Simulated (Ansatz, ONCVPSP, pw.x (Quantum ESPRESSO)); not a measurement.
molybdenum: one change to the ONCV potential, in the atom and in the bcc crystal

ONCVPSP 4.0.1.1 (patched build) input, shortened (lines: element, Z, core and valence counts, functional; n l f; lmax; l rc ep ncon nbas qcut; lloc lpopt rc5 dvloc0; l nproj debl; icmod fcfact rcfact), PBE, scalar-relativistic:

```
  Mo 42.00    6    4        4      upf
    1    0    2.00
    2    0    2.00
    2    1    6.00
    3    0    2.00
    3    1    6.00
    3    2   10.00
    4    0    2.00
    4    1    6.00
    4    2    5.00
    5    0    0.75
    2
    0    2.15    0.00    4    7    5.60
    1    1.90    0.00    3    7    5.90
    2    2.65    0.00    3    8    6.90
    4    4    1.45    0.00
    0    2    3.10
    1    1    2.80
    2    2    3.00
    3    2.50    1.55
```

Change: p: qcut 5.7.

Cutoffs, loose and tight: the cutoffs (Ha) at which the residual kinetic energy of the hardest occupied pseudo-wave falls to 1 and 0.1 mHa per electron. They do not see the model core or the augmentation charge, which bear on the density cutoff. Test errors are all-electron minus pseudo excitation energies from the reference, over the configurations 4s2 4p6 4d5 5s1; 4s2 4p6 4d5 5s0; 4s2 4p6 4d4 5s0; 4s2 4p6 4d4 5s1 5p1; variants that change the core or the reference have their own tests.

Crystal test: bcc Mo in pw.x 7.5, no spin, 15³ k-points, Fermi–Dirac smearing 0.01 Ry, cutoffs set for each file from its atomic test. The reference is all-electron LAPW (Ansatz 0.2.0) with the same functional, mesh and smearing; V0 and B0 come from Birch–Murnaghan fits to the pressures at five volumes. Errors are pseudo minus all-electron; Δ is the rms difference of the E(V) curves that follow from these fits, minima aligned, over ±6 % about the mean V0. Mesh and smearing are coarse, so the numbers serve the comparison and aren't converged zero-temperature values; the lattice is a test structure that the element need not adopt.

All-electron: a0 = 3.162 Å (V0 = 15.80 Å³/atom), B0 = 259.2 GPa.

Does the change bring the crystal closer to the all-electron result?

The mean pressure error goes from +0.23 to +0.34 GPa, so the change moves the solid further from the all-electron pressures.

```json
{"quantity": "outcome (atom)", "base": "generated", "changed": "generated"}
{"quantity": "cutoff, loose (atom)", "base": "14 Ha", "changed": "14 Ha"}
{"quantity": "cutoff, tight (atom)", "base": "16 Ha", "changed": "16 Ha"}
{"quantity": "bound ghosts (atom)", "base": "none", "changed": "none"}
{"quantity": "largest test error (meV) (atom)", "base": "+38", "changed": "+34"}
{"quantity": "cutoffs in pw.x (Ry)", "base": "50/200", "changed": "50/200"}
{"quantity": "a0 (Å)", "base": "3.163", "changed": "3.163"}
{"quantity": "a0 error (%)", "base": "+0.03", "changed": "+0.04"}
{"quantity": "B0 error (%)", "base": "+0.6", "changed": "+0.4"}
{"quantity": "Δ (meV/atom)", "base": "0.8", "changed": "1.2"}
{"quantity": "mean pressure error (GPa)", "base": "+0.23", "changed": "+0.34"}
```
